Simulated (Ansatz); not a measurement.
CH₂O₂ (`O=CO`), relaxed with RKS PBE0-D4/def2-TZVP in Ansatz from a PBE-D4/def2-SVP geometry. The force threshold is 0.005 eV/Å; the program also tests the step.

Charge 0, multiplicity 1.

Start:

```xyz
5

O     0.331   -1.015   -0.829
C     0.073    0.086   -0.403
O    -0.244    0.376    0.875
H     0.057    1.031   -1.006
H    -0.217   -0.479    1.363
```

```tsv
step	energy (eV)	largest force (eV/Å)	largest move (Å)
1	-5160.3791	1.431	0.000
2	-5160.4069	0.352	0.015
3	-5160.4090	0.092	0.005
4	-5160.4091	0.041	0.004
5	-5160.4092	0.007	0.001
6	-5160.4092	0.001	0.000
```

End:

```xyz
5

O     0.328   -0.997   -0.826
C     0.072    0.089   -0.402
O    -0.240    0.365    0.867
H     0.058    1.013   -0.997
H    -0.217   -0.470    1.357
```

It took 2 s on 4 threads of an AMD EPYC 9R45 on a shared host, with 0.17 GiB of host memory at the peak.
